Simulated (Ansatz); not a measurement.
# BH3O: the cost of one run

Computed with Ansatz 0.2.0, Gaussian basis. Level: PBE0-D4/def2-TZVP structures, single points in def2-TZVPP, no counterpoise correction.

Levels: SPW92, PBE-D4, BLYP-D4, r2SCAN-D4, B97M-V, PBE0-D4, B3LYP-D4, r2SCAN0-D4, BHLYP-D4, CAM-B3LYP-D4, wB97X-V, wB97M-V, B2PLYP, PBE-QIDH, RPA on PBE, Hartree-Fock, MP2, CCSD, CCSD(T).

Cores are frozen in the correlated methods. B3LYP uses VWN-RPA correlation. B2PLYP carries no dispersion term here.

94 further runs of the same task are left out: 94 set aside as unsound or not needed.

## Step 1: The starting structure

The complex: 10 atoms, charge 0, spin multiplicity 1.

Atoms are counted from 1 here; the program's logs count them from 0.

Bond lengths: B1–O2 1.348 Å, B1–H3 1.202 Å, B1–H4 1.196 Å, O2–H7 0.961 Å, H5–C6 1.090 Å, C6–H8 1.090 Å, C6–H9 1.090 Å, C6–H10 1.090 Å. Angles: O2–B1–H3 120.7°, O2–B1–H4 116.8°, H3–B1–H4 122.5°, B1–O2–H7 113.4°, H5–C6–H8 109.6°, H5–C6–H9 109.4°, H5–C6–H10 109.7°, H8–C6–H9 109.4°, H8–C6–H10 109.5°, H9–C6–H10 109.2°.

Geometry (Å):

```xyz
10

B    -0.21251    0.42853   -1.66664
O    -1.50891    0.08454   -1.52983
H     0.61563   -0.39850   -1.93931
H     0.05875    1.58331   -1.51290
H    -0.41522    0.27134    1.38552
C     0.54263   -0.16922    1.66127
H    -1.67138   -0.85283   -1.66237
H     0.44689   -1.25399    1.70577
H     0.84708    0.20820    2.63711
H     1.29705    0.09862    0.92118
```

Its parts: BH₃O holds atoms 1, 2, 3, 4, 7; CH₄ holds atoms 5, 6, 8, 9, 10. Each part counts its atoms afresh in its own runs.

## Step 2: Relaxing BH₃O alone

The input, relax-a/in.yaml:

```yaml
crystal:
  periodic: [false, false, false]
  atoms:
    - {symbol: B, position_ang: [-0.212512, 0.428529, -1.666637]}
    - {symbol: O, position_ang: [-1.508911, 0.084537, -1.529826]}
    - {symbol: H, position_ang: [0.615628, -0.398497, -1.939312]}
    - {symbol: H, position_ang: [0.058752, 1.583306, -1.512902]}
    - {symbol: H, position_ang: [-1.671379, -0.852832, -1.662372]}
basis:
  gaussian: {orbitals: def2-TZVP}
hamiltonian: {xc: pbe0, dispersion: d4}
relax: {f_tol: 0.005, max_steps: 200}
```

The run is started by

```sh
$ ansatz run in.yaml --threads 2 --pin off --events-out ev --progress --plain --max-ram 4352MiB
```

**Question.** How long does this run take on 2 threads of Arm Neoverse N1, shared host?

About 5.5 s.
